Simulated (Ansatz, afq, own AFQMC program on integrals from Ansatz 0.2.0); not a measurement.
**Where AFQMC and coupled cluster stand for Al$_{2}$H$_{2}$, triplet**

```yaml
atoms:
  - { symbol: Al, position_ang: [0.0000, 0.0000, 1.1500] }
  - { symbol: Al, position_ang: [0.0000, 0.0000, -1.1500] }
  - { symbol: H, position_ang: [0.0000, 0.0000, 2.7245] }
  - { symbol: H, position_ang: [0.0000, 0.0000, -2.7245] }
```

Connectivity, by distances: AlH–AlH.

Basis 6-31G. Noble-gas cores (and the filled d shells of Ga–Kr and In–Xe) are frozen. AFQMC by an in-house program on the Cholesky factors that Ansatz 0.2.0 writes for its CCSD(T) run. The CISD trial takes its coefficients from CCSD amplitudes. Released means that phaseless walkers are propagated on without the constraint, phases kept. Error bars are statistical, one sigma.

Determinant: UHF, the one that the program's search chose, which needn't be the lowest solution. The geometry is a point of a scan.

Full CI on the same integrals is exact in this basis and with this determinant's frozen core.

Cautions: lower spins were not checked.

The T1 diagnostic is 0.0144. The weight of the determinant in the CISD state is 0.911. The ⟨S²⟩ of the determinant is 2.026 and the size of the correlated space is 8 electrons in 20 orbitals.

Reference: full CI, correlation energy -2.270 eV. The released energy is read at 2.40 1/Eh (meV from the phaseless value at times in 1/Eh: -2.1 ± 1.9 at 0.24, -3.3 ± 1.6 at 0.51, -6.3 ± 1.2 at 0.99, -6.9 ± 1.2 at 1.62, -8.0 ± 1.3 at 2.40).

| level | E − E(reference) (kJ/mol) | share of correlation (%) |
| --- | --- | --- |
| HF | 219.0 | 0.00 |
| MP2 | 70.7 | 67.70 |
| CCSD | 7.5 | 96.56 |
| CCSD(T) | 2.8 | 98.72 |
| CCSDT | 0.6 | 99.72 |
| CCSDT(Q) | 0.2 | 99.91 |
| CCSDTQ | 0.0 | 99.98 |
| ph-AFQMC/HF | 6.9 ± 2.2 | 96.85 |
| ph-AFQMC/CISD | 1.4 ± 0.2 | 99.37 |
| released AFQMC | 0.6 ± 0.1 | 99.73 |

CCSDT and higher add their correlation energy to the determinant of the CCSD(T) run, since their own runs factorise the integrals more tightly (a shift of under 2 meV). A walk keeps the symmetry of its determinant, which the program's search chose and which needn't be the lowest solution, so a lower state of the same spin and another symmetry isn't excluded. Released energies are given only where the last usable release times agree within the noise; a slower fall can still hide under it.
